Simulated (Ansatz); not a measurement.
Cohesive energy of elemental solids other than molecular ones

Method: r²SCAN-D4 (plane waves, PAW; Ansatz, a first-principles code). References are measured values corrected to a static lattice or taken at low temperature (these still hold zero-point motion). The table is a random draw of 8 from 27 solids with such references.

Values in eV/atom.

```json
[
 {"solid": "bcc Mo", "reference": "6.84", "r²SCAN-D4": "5.83", "error (eV/atom)": "-1.01"},
 {"solid": "hcp Cd", "reference": "1.18", "r²SCAN-D4": "1.21", "error (eV/atom)": "+0.03"},
 {"solid": "diamond-structure Si", "reference": "4.68", "r²SCAN-D4": "4.79", "error (eV/atom)": "+0.11"},
 {"solid": "bcc V", "reference": "5.34", "r²SCAN-D4": "4.78", "error (eV/atom)": "-0.56"},
 {"solid": "hcp Zn", "reference": "1.38", "r²SCAN-D4": "1.59", "error (eV/atom)": "+0.21"},
 {"solid": "bcc Na", "reference": "1.12", "r²SCAN-D4": "1.08", "error (eV/atom)": "-0.04"},
 {"solid": "bcc Li", "reference": "1.67", "r²SCAN-D4": "1.58", "error (eV/atom)": "-0.09"},
 {"solid": "fcc Rh", "reference": "5.78", "r²SCAN-D4": "5.72", "error (eV/atom)": "-0.06"}
]
```

Over these 8 solids the mean error is -0.18 eV/atom, the mean absolute error 0.26 eV/atom (median 0.10 eV/atom), and the worst case bcc Mo at -1.01 eV/atom; the value is too low in 5 of 8 cases. Over all 27, from unrounded values, the mean error is -0.04 eV/atom and the mean absolute error 0.32 eV/atom (median 0.26 eV/atom). Caveats on values not shown: the commensurate order stands in for chromium's spin-density wave, and the size of the moments varies much between levels (1).

All these references are brought to a static lattice.

Differences are worked out from the printed values.

Free atoms are spin-polarised, in the lowest state found; at levels without +SOC their spin–orbit coupling is left out. Each level is taken at its own relaxed cell. Ansatz's density-functional and Hartree–Fock values are scalar-relativistic unless marked +SOC, with PAW data made under PBE.

Ansatz's runs of these crystals have no spin polarisation. Meta-GGAs and exact exchange favour moments, which can bear on bcc V, fcc Rh.

Not in this set, of the elemental solids other than molecular ones with a reference value in our tables and a result at some level: 14 for the spin–orbit terms of free Br, In, Sn, Te, I and atoms past barium, a cut that leaves lighter open-shell atoms' terms in the errors; 6 for no value at r²SCAN-D4 (not run, a failed fit, an unstable or unbound cell, or a value held back for tests); 1 for a doubt noted on the run at r²SCAN-D4; 1 for sources at odds. These can be a level's best or worst cases. Solids without a released value at any level aren't counted. Layered and molecular crystals are counted apart. The metals Ce to Yb are counted apart.

References as tabulated in Jana et al. (2018), arXiv:1807.00350; Csonka et al. (2009), arXiv:0903.4037; Mejia-Rodriguez and Trickey (2018), arXiv:1807.09216.
